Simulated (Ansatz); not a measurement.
`CC(Cl)CCl` + HCl → `ClCC(Cl)Cl` + CH₄ at 700 K and 1 bar (substitution at a C–C bond).

Program: Ansatz. Geometries: PBE0-D4/def2-TZVP. ΔE: electronic, gas phase. CCSD(T)/CBS is the MP2 limit (def2-TZVPP, def2-QZVPP) plus CCSD(T) − MP2 in def2-TZVPP, frozen cores. This one scheme is used for every species. Each species was taken in one conformer, which may not be the lowest.

| species | CCSD(T)/CBS energy (Eh) | H − E (kJ/mol) | S (J/(mol·K)) |
| --- | --- | --- | --- |
| `CC(Cl)CCl` | -1037.33749 | 298.7 | 442.0 |
| HCl | -460.38127 | 38.4 | 211.8 |
| `ClCC(Cl)Cl` | -1457.24183 | 190.8 | 425.9 |
| CH₄ | -40.46206 | 145.9 | 224.0 |

H − E and S are ideal-gas, rigid-rotor, harmonic terms from PBE0-D4/def2-TZVP, for one conformer and one mirror image of each species. 1 Eh = 2625.50 kJ/mol, R = 8.31446 J/(mol·K).

By hand: ΔE, ΔH, ΔS and ΔG.

ΔE = (-1457.24183) + (-40.46206) − (-1037.33749) − (-460.38127) = 0.01487 Eh = 39.0 kJ/mol. Δ(H − E) = 190.8 + 145.9 − 298.7 − 38.4 = -0.4, so ΔH = 38.6 kJ/mol. ΔS = 425.9 + 224.0 − 442.0 − 211.8 = -3.9 J/(mol·K). ΔG = 38.6 − 700 × (-3.9)/1000 = 41.3 kJ/mol.

By hand: the equilibrium constant, and the temperature at which ΔG would vanish if ΔH and ΔS stayed fixed.

log₁₀ K = −ΔG/(RT ln 10) = -3.1. ΔH and −TΔS have one sign here, so there is no such temperature.

The number of gas molecules stays the same, so ΔS is small and ΔH decides. A doubt of 5 kJ/mol in ΔE shifts log₁₀ K by 0.4 here. Other conformers and mirror images would add mixing entropy, several J/(mol·K) or more a flexible species. These are equilibria of isolated gas molecules and say nothing of rates. Largest T1 diagnostic: 0.009 (customary marks: 0.02 for closed shells, 0.045 for open ones).

ΔS is within the doubt of such terms, so its sign, and with it that verdict, could turn.
